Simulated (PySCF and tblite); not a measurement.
Values are calculated unless marked as measured or tabulated.
C₄H₄O₂, numbered as in [O:1]=[C:2]=[CH:3][CH2:4][CH:5]=[O:6].

Geometries PBE0-D3(BJ)/def2-SVP; weights from PBE0-D3(BJ)/pcSseg-1 energies and GFN2-xTB thermal corrections, with symmetry numbers and mirror pairs. Conformers within 2.5 kcal/mol (GFN2-xTB free energy) were kept, 6 at most. GIAO shieldings: PBE0/pcSseg-1. Shifts are against TMS (¹H), TMS (¹³C) at the same level. (PySCF 2.14, tblite 0.8.)

**Question.** List the conformer-averaged shifts at 298.15 K.

**Answer.** ¹H: 9.59 (H5, 1H), 3.72 (H3, 1H), 3.22 (H4, 2H) ppm. ¹³C: 201.4 (C2), 198.1 (C5), 38.6 (C4), 6.1 (C3) ppm.

**Question.** How do the conformers differ?

**Answer.** Torsions listed: C2–C3–C4–C5, C3–C4–C5–O6. Of a mirror pair one member is shown.
```
conformer         shape  weight %
        1      177°, 0°      77.4
        2  -110°, -133°      22.6
```

```
signal      1      2  average
    H3   3.99   2.82     3.72
    H4   3.41   2.57     3.22
    H5   9.61   9.51     9.59
    C2  202.0  199.2    201.4
    C3    4.9   10.4      6.1
    C4   38.9   37.3     38.6
    C5  196.8  202.6    198.1
```

**Question.** Which signal moves most, for its nucleus, between 150 and 800 K through the change of populations alone?

**Answer.** H3: 3.94 ppm at 150 K, 3.76 ppm at 273.15 K, 3.72 ppm at 298.15 K, 3.61 ppm at 400 K, 3.42 ppm at 800 K.

Shifts are unscaled: against experiment ¹³C can be off by 15 ppm or more and ¹H by 0.8 ppm.
